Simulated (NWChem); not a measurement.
**One site exchanged: Sb, Y, Ga, Al**

Each species was optimised at PBE0/def2-SVP with NWChem, gas phase unless a solvent is named. For some, no frequency run checked for a minimum. def2 effective core potentials on Y, Sb; no spin-orbit coupling.

A: [Cl][Sb]([Cl])[Cl] (SbCl3)
B: [Cl][Y]([Cl])[Cl] (YCl3)
C: [Cl][Ga]([Cl])[Cl] (GaCl3)
D: [Cl][Al]([Cl])[Cl] (AlCl$_{3}$)

```
quantity                                                  A (Sb)  B (Y)  C (Ga)  D (Al)
--------------------------------------------------------  ------  -----  ------  ------
Pauling electronegativity of the site (pymatgen's table)    2.05   1.22    1.81    1.61
electrons in the molecule                                    102     90      82      64
dipole (D), PBE0/def2-SVP                                   2.92   0.01    0.00    0.01
orbital gap (eV), PBE0/def2-SVP                             6.54   6.14    7.42    8.08
vertical ionisation energy, ΔSCF, PBE/def2-SVP (eV)        10.11  10.39   10.82   10.80
vertical ionisation energy, ΔSCF, B3LYP/def2-SVP (eV)      10.37  10.83   11.26   11.21
static polarisability, B3LYP/def2-SVPD (bohr³)              85.5   80.0    68.6    63.7
lowest singlet excitation, B3LYP/def2-SVPD, TDA (eV)        5.34   4.58    5.57    6.27
```

“Dipole (D), PBE0/def2-SVP” runs from 0.00 in C (Ga) to 2.92 in A (Sb). “Orbital gap (eV), PBE0/def2-SVP” runs from 6.14 in B (Y) to 8.08 in D (Al), in no step with either the site's electronegativity or the electron count. “Vertical ionisation energy, ΔSCF, PBE/def2-SVP (eV)” runs from 10.11 in A (Sb) to 10.82 in C (Ga), in no step with either the site's electronegativity or the electron count. “Vertical ionisation energy, ΔSCF, B3LYP/def2-SVP (eV)” runs from 10.37 in A (Sb) to 11.26 in C (Ga), in no step with either the site's electronegativity or the electron count. “Static polarisability, B3LYP/def2-SVPD (bohr³)” runs from 63.7 in D (Al) to 85.5 in A (Sb), rising in step with the number of electrons. “Lowest singlet excitation, B3LYP/def2-SVPD, TDA (eV)” runs from 4.58 in B (Y) to 6.27 in D (Al), in no step with either the site's electronegativity or the electron count. The order by orbital gap (eV) is the same as the order by lowest singlet excitation. The order by vertical ionisation energy is neither the same as nor the reverse of the order by static polarisability.

These are trends among computed rows of three or four species; they are not measurements.
